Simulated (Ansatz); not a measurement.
System: 2H MoTe₂. Method: r²SCAN+rVV10 (PAW; Ansatz, an electronic-structure program).

Rigid layers of the crystal as relaxed at this level are moved apart or together:

| run | k mesh | layer repeat (Å) | energy against free layers (meV/Å²) | gap on the mesh (eV) |
|---|---|---|---|---|
| 1 | 12×12×4 | 6.68 | -17.99 | 0.566 |
| 2 | 12×12×4 | 6.83 | -21.28 | 0.705 |
| 3 | 12×12×4 | 6.98 | -22.75 | 0.831 |
| 4 | 12×12×4 | 7.18 | -22.86 | 0.981 |
| 5 | 12×12×4 | 7.48 | -20.92 | 1.093 |
| 6 | 12×12×2 | 7.98 | -15.99 | 1.141 |
| 7 | 12×12×2 | 8.98 | -8.23 | 1.161 |
| 8 | 12×12×2 | 10.98 | -2.56 | 1.167 |

The lowest energy of these points lies at a layer repeat of 7.18 Å.

Spin–orbit coupling is not included.
